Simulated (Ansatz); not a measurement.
A nudged elastic band was laid between two geometries of AlCl$_{2}$H$_{2}$ (5 atoms, charge 0, multiplicity 2).

Level of theory: UKS BLYP-D4/def2-SVP in Ansatz 0.2.0.

- movable images: 5
- climbing image: yes
- spring: 5.0 eV/Å²
- optimiser: quadratic models (default)
- start path: through a guess of the saddle point
- force threshold: 0.05 eV/Å
- iteration limit: 60
- end points: relaxed

Initial state:

```xyz
5
Properties=species:S:1:pos:R:3
Al 0.000 -0.148 0.717
Cl 0.000 1.761 2.022
H 1.413 -0.380 0.041
H -1.413 -0.380 0.041
Cl 0.000 -0.853 2.919
```

Final state:

```xyz
5
Properties=species:S:1:pos:R:3
Al 0.000 -0.003 0.003
Cl 0.000 0.003 2.143
H 1.413 -0.005 -0.709
H -1.413 -0.005 -0.709
Cl 0.000 0.011 5.012
```

(1) Which bonds break or form, and what moves?

(2) Give the energies along the band, and the barrier.

The band took 11 iterations and about 3 core-minutes.

Results:

(1) Bonds broken: Al1–Cl5. AlCl2H2 becomes AlClH2 + Cl.

(2) The run converged. The highest image is number 6 of 0 to 6, 1.17 eV above the first end and 0.00 eV above the last; the last end lies 1.17 eV above the first. The highest image is an end point: on this band no image between the ends rises above it. A vibrational analysis next to that end finds imaginary modes (79i, 56i cm⁻¹), so it isn't a minimum.

```json
{"image": "0", "path coordinate (Å)": "0.00", "energy (eV)": "0.00", "Al1–Cl5 (Å)": "2.31"}
{"image": "1", "path coordinate (Å)": "0.67", "energy (eV)": "0.56", "Al1–Cl5 (Å)": "3.01"}
{"image": "2", "path coordinate (Å)": "1.35", "energy (eV)": "0.89", "Al1–Cl5 (Å)": "3.74"}
{"image": "3", "path coordinate (Å)": "2.02", "energy (eV)": "1.02", "Al1–Cl5 (Å)": "4.34"}
{"image": "4", "path coordinate (Å)": "2.70", "energy (eV)": "1.11", "Al1–Cl5 (Å)": "4.80"}
{"image": "5", "path coordinate (Å)": "3.37", "energy (eV)": "1.17", "Al1–Cl5 (Å)": "5.02"}
{"image": "6", "path coordinate (Å)": "3.41", "energy (eV)": "1.17", "Al1–Cl5 (Å)": "5.01"}
```

The run took 3 min on 1 thread of Arm Neoverse V2 (shared host), peak memory 0.14 GiB.
